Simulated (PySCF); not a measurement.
Compound: lithium diatomic, Li2.
Z-matrix (Å and degrees, PBE0-D3(BJ)/def2-SVP geometry), rows numbered from 1:
```
Li
Li  1  2.7936
```

Theory: MP2 and CCSD/aug-cc-pVTZ in PySCF, restricted Hartree–Fock reference, no orbital frozen, non-relativistic, gas phase, PBE0-D3(BJ)/def2-SVP geometry.

E(HF) = -14.87175 Eh.

(1) How large is the problem?

(2) What are the MP2 and CCSD correlation energies?

(3) What is the T1 diagnostic?

## Answers

(1) 92 basis functions and 6 electrons; no orbitals frozen, which leaves o = 3 correlated occupied and v = 89 virtual orbitals. That is o·v = 267 singles and o·v(o·v + 1)/2 = 35778 distinct closed-shell doubles amplitudes before symmetry; the costliest CCSD step grows as o²v⁴ = 5.6 × 10^8.

(2) MP2 -0.0453 Eh and CCSD -0.0595 Eh, which gives totals of -14.91704 and -14.93126 Eh. That is 0.270 eV for each correlated electron at CCSD (156 kJ/mol in all, 0.399 % of the total energy); MP2 gives 76.1 % of the CCSD value.

(3) 0.0108, below the customary warning level of 0.02. It is the norm of the spatial-orbital singles amplitudes over the root of the number of correlated electrons, so the norm is 0.026.

No triples correction and no basis-set extrapolation were made.

The job also held the EOM ionisation and excitation roots. The run took 42 s on one thread of an Arm Neoverse V1 (shared host), and the process peaked at 0.79 GiB of memory.
